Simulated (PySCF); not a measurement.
An unknown is described by computed data only.

Formula: H6PSi; charge +1.

* 1H NMR: chemical shifts (computed TMS as zero) by class: 5.32 (3 H), 4.97 (3 H) ppm [GIAO PBE0/pcSseg-1]
* Polarisability: 48.7 au [CAM-B3LYP/def2-SVPD]
* XPS: Si2p3/2 113.0, P2p3/2 144.2, Si1s 1852.7, P1s 2157.7 eV [ΔSCF SCAN, pcX-2 on the ionised atom, pcseg-1 elsewhere, spin-free X2C, 2p3/2 from a spin–orbit splitting computed afterwards within the 2p shell]
* NMR, other nuclei: isotropic shieldings of nuclei other than C and H, by class: 425 (1 Si), 482 (1 P) ppm [GIAO PBE0/pcSseg-1]
* UV, first state: lowest singlet excitation: 8.49 eV (146 nm, f = 0.008 summed over 2 states within 0.01 eV) [TDDFT CAM-B3LYP/def2-SVPD]
* Rotational structure: rotational constants A, B, C: 44.227, 5.041, 5.041 GHz [PBE0-D3(BJ)/def2-SVP]
* Valence photoelectron: vertical ionisation energy: 17.97 eV [ΔSCF CAM-B3LYP/def2-SVPD]

Gas-phase values; electronic properties from PySCF, density fitting. Levels stand in brackets. Isolated species at its PBE0-D3(BJ)/def2-SVP geometry, gas phase. Each NMR value is the plain mean over a class of atoms that symmetry, rotation or inversion makes alike.

Q: Give a SMILES that accounts for the data.

A: Hydrogen classes from least to most shielded: 3 H on a phosphorus bonded to Si and 3 H (5.32 ppm), 3 H on an SiH3 silicon (4.97 ppm). The other shieldings belong to: 425 ppm, SiH3 silicon; 482 ppm, phosphorus bonded to Si and 3 H. The core levels belong to: Si2p3/2 113.0 eV, SiH3 silicon; P2p3/2 144.2 eV, phosphorus bonded to Si and 3 H; Si1s 1852.7 eV, SiH3 silicon; P1s 2157.7 eV, phosphorus bonded to Si and 3 H. The optimised geometry has point group C3v and is a prolate symmetric top. Structure: `[SiH3][PH3+]`.
